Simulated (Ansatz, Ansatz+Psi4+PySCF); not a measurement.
```
atom    x (Å)    y (Å)    z (Å)
   O  -0.0130  -0.0123  -1.2060
   C  -0.0472   0.0129  -0.0104
   O   0.0186   0.0373   1.1318
```

Basis set: cc-pVTZ (spherical functions). Left uncorrelated: 3 orbitals. Charge 0, multiplicity 1.

Computed with Ansatz (development build ahead of 0.2.0); each method stands on the lowest determinant of its kind that the runs found. Restricted open shells among the atoms or ions are ROHF, correlated in semicanonical orbitals with singles.

The atomization energy at this shape (free ground-state atoms in the same class of orbitals less the molecule, no zero-point energy) of singlet CO₂:

```json
{"method": "RHF-MP2", "atomization energy": "17.33 eV"}
```

(1) What does RHF give?

Results:

(1) 10.99 eV.
